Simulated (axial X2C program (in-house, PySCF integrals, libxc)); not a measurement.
## Density and ELF of MgB

All values were computed with an in-house relativistic program for diatomic molecules. Two-component (2c) means X2C with spin–orbit coupling and atomic mean-field two-electron Coulomb and Gaunt terms. Basis: Mg dyall-cv3z [9s8p6d3f], B dyall-v3z [7s6p2d1f] (cores contracted in-house); Gaussian nuclei, density fitting, unrestricted open shells. Masses: Mg 23.985 u, B 11.009 u.

PBE0, with spin–orbit coupling, state Ω = 1/2 (⟨Sz⟩ = -0.50, ⟨Lz⟩ = 1.00 at PBE0); Mg at z = 0, B at z = 2.381 Å.

The maps cover the half plane through the axis: z from -2.4 to 4.2 Å along the bond, ρ from 0.15 to 2.25 Å away from it.

log10 of the density in e/bohr³:

```
 ρ\z  -2.4  -1.8  -1.2  -0.6   0.0   0.6   1.2   1.8   2.4   3.0   3.6   4.2
0.15  -3.0  -2.4  -1.9  -0.8   0.9  -0.8  -1.4  -1.0   0.7  -1.1  -1.8  -2.6
0.45  -3.0  -2.4  -2.0  -1.3  -0.1  -1.3  -1.5  -1.2  -1.0  -1.2  -1.9  -2.7
0.75  -3.1  -2.5  -2.1  -1.8  -1.3  -1.7  -1.7  -1.4  -1.2  -1.5  -2.1  -2.8
1.05  -3.2  -2.7  -2.2  -2.0  -1.9  -2.0  -1.9  -1.7  -1.6  -1.8  -2.3  -3.0
1.35  -3.3  -2.8  -2.4  -2.2  -2.1  -2.2  -2.2  -2.0  -2.0  -2.1  -2.6  -3.2
1.65  -3.5  -3.1  -2.7  -2.5  -2.4  -2.4  -2.5  -2.4  -2.4  -2.5  -2.9  -3.4
1.95  -3.7  -3.3  -2.9  -2.7  -2.7  -2.7  -2.8  -2.8  -2.8  -2.9  -3.2  -3.7
2.25  -4.0  -3.5  -3.2  -3.0  -3.0  -3.0  -3.1  -3.1  -3.1  -3.3  -3.6  -4.0
```

Electron localisation function (collinear form, no current term, damped to 0 at low density):

```
 ρ\z  -2.4  -1.8  -1.2  -0.6   0.0   0.6   1.2   1.8   2.4   3.0   3.6   4.2
0.15  0.95  1.00  0.64  0.47  0.26  0.37  0.78  0.60  1.00  0.77  0.92  0.69
0.45  0.93  1.00  0.80  0.14  0.82  0.10  0.78  0.83  0.06  0.91  0.91  0.64
0.75  0.88  1.00  0.94  0.07  0.14  0.07  0.75  0.85  0.84  0.93  0.88  0.54
1.05  0.75  0.99  0.99  0.46  0.09  0.33  0.65  0.77  0.87  0.89  0.80  0.38
1.35  0.49  0.97  0.99  0.93  0.64  0.63  0.49  0.60  0.77  0.80  0.65  0.20
1.65  0.19  0.88  0.98  0.98  0.90  0.64  0.31  0.37  0.58  0.61  0.40  0.08
1.95  0.05  0.55  0.92  0.95  0.87  0.50  0.17  0.18  0.32  0.34  0.17  0.02
2.25  0.01  0.15  0.60  0.78  0.66  0.29  0.08  0.07  0.12  0.12  0.04  0.00
```

Axial spin density in 10⁻³ e/bohr³:

```
 ρ\z  -2.4  -1.8  -1.2  -0.6   0.0   0.6   1.2   1.8    2.4    3.0   3.6   4.2
0.15   0.9   3.1   7.0   1.9  -1.4  -1.5  -7.5  -7.4  -22.4  -38.7  -8.2  -1.3
0.45   0.8   2.7   6.3   4.3  -0.1  -2.6  -7.2  -9.8  -34.3  -28.3  -6.6  -1.1
0.75   0.7   2.2   5.1   5.4   1.5  -2.9  -6.2  -9.1  -20.8  -15.9  -4.4  -0.8
1.05   0.5   1.6   3.6   4.4   1.7  -2.2  -4.4  -6.2  -10.2   -7.7  -2.5  -0.6
1.35   0.3   1.0   2.2   2.8   1.2  -1.4  -2.7  -3.6   -4.7   -3.5  -1.3  -0.4
1.65   0.2   0.6   1.3   1.6   0.7  -0.7  -1.5  -1.9   -2.1   -1.6  -0.7  -0.2
1.95   0.1   0.3   0.7   0.8   0.3  -0.4  -0.8  -0.9   -1.0   -0.7  -0.3  -0.1
2.25   0.1   0.2   0.3   0.4   0.2  -0.2  -0.4  -0.5   -0.5   -0.3  -0.2  -0.1
```

The state is one determinant whose occupation by symmetry is held fixed; it was picked as the lowest of a PBE0 search that is not exhaustive. Density functionals use the spin component along the axis (collinear). The functionals have no current-density term, which raises determinants with orbital currents, atoms included. The determinant is spin-polarised beyond a pure state at some levels (its spin-free form has ⟨S²⟩ too high), which makes Re and μ there less reliable.
